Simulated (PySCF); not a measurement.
Job file and geometry (Å, from PBE0-D3(BJ)/def2-SVP) of an NMR shielding run on `NBN`, BH5N2, GIAO PBE0/pcSseg-1 NMR shielding, non-relativistic, gas phase (PySCF); density fitting, a coarse starting grid and PySCF grid level 2 are the driver's defaults:

```
{"job": {"kind": "nmr", "xc": "PBE0", "basis": "pcSseg-1"}, "charge": 0, "multiplicity": 1}
N      1.234195    -0.248349     0.047940
B      0.012687     0.445142     0.188253
N     -1.238236    -0.105443    -0.165067
H      1.320604    -1.188278    -0.313678
H      2.115547     0.168336     0.305965
H      0.039481     1.573138     0.635647
H     -1.368054    -1.034702    -0.541066
H     -2.098104     0.408986    -0.051634
```

**Question.** Write the output of this run.

**Answer.** 
```
coarse grid: 6312 points
cycle   1  E = -137.2008963480  dE =  1.736e-01  |g| = 4.798e-01  |ddm| = 2.237e+00
cycle   2  E = -137.1837260884  dE =  1.717e-02  |g| = 5.765e-01  |ddm| = 6.939e-01
cycle   3  E = -137.2538644913  dE = -7.014e-02  |g| = 4.117e-02  |ddm| = 3.628e-01
cycle   4  E = -137.2542469281  dE = -3.824e-04  |g| = 1.368e-02  |ddm| = 3.964e-02
cycle   5  E = -137.2542938676  dE = -4.694e-05  |g| = 1.132e-03  |ddm| = 1.066e-02
cycle   6  E = -137.2542942578  dE = -3.902e-07  |g| = 2.100e-04  |ddm| = 1.355e-03
final grid: 60056 points
cycle   7  E = -137.2638382270  dE = -1.247e-05  |g| = 7.778e-03  |ddm| = 1.228e-02
cycle   8  E = -137.2638305428  dE =  7.684e-06  |g| = 1.005e-02  |ddm| = 1.001e-02
cycle   9  E = -137.2638507743  dE = -2.023e-05  |g| = 3.544e-04  |ddm| = 5.432e-03
cycle  10  E = -137.2638508094  dE = -3.516e-08  |g| = 9.739e-05  |ddm| = 3.702e-04
cycle  11  E = -137.2638508117  dE = -2.237e-09  |g| = 1.603e-05  |ddm| = 7.376e-05
cycle  12  E = -137.2638508117  dE = -2.410e-11  |g| = 1.274e-05  |ddm| = 1.602e-05
converged SCF energy = -137.2638508117

GIAO shielding tensors (ppm)
atom      isotropic    diamagn.    paramagn.     s11        s22        s33       span
  0 N      198.673     317.266    -118.593    140.904    210.111    245.003    104.099
  1 B       77.102     195.435    -118.333     41.591     75.254    114.461     72.870
  2 N      198.658     317.275    -118.616    140.845    210.103    245.027    104.182
  3 H       29.361      31.673      -2.313     24.024     26.625     37.434     13.410
  4 H       29.012      30.513      -1.502     23.648     25.683     37.705     14.057
  5 H       27.164      29.971      -2.807     25.343     27.380     28.770      3.427
  6 H       29.360      31.678      -2.317     24.022     26.631     37.429     13.407
  7 H       29.011      30.523      -1.513     23.651     25.678     37.702     14.051
```

Size and cost of the density-fitted run: 76 basis functions, 2.3 s wall time on 1 thread of an x86-64 server CPU, shared host.
